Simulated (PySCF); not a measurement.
SF₅: PBE0 against B3LYP

Base calculation in PySCF with density fitting and no spin–orbit coupling, PBE0/def2-TZVP (no relativity): doublet, C4v, S–F 1.544 Å, S–F 1.603 Å (×4); F–S–F 90.0° (×4), F–S–F 91.7° (×4), F–S–F 176.7° (×2); wavenumbers 237, 356 (×2), 460, 522 (×2), 551, 589, 642, 839 (×2), 904 cm⁻¹; dipole moment 0.27 D, polar-tensor charge of S 2.93 e, atomisation energy (no zero-point energy) 1551 kJ/mol.

Question: What changes on going to B3LYP/def2-TZVP (no relativity)?

Answer: The point group stays the same. Changes: mean bond to S +0.018 Å, smallest bond angle -0.1 degrees, highest wavenumber -34 cm⁻¹, lowest wavenumber -13 cm⁻¹, dipole moment +0.01 D, polar-tensor charge of S -0.04 e, atomisation energy (no zero-point energy) -40 kJ/mol. The new structure has S–F 1.554 Å, S–F 1.623 Å (×4); F–S–F 89.9° (×4), F–S–F 91.8° (×4), F–S–F 176.4° (×2), with wavenumbers 224, 339 (×2), 441, 498 (×2), 522, 554, 605, 780 (×2), 870 cm⁻¹.

The structures come from searches over a few start shapes, so lower isomers are not excluded.
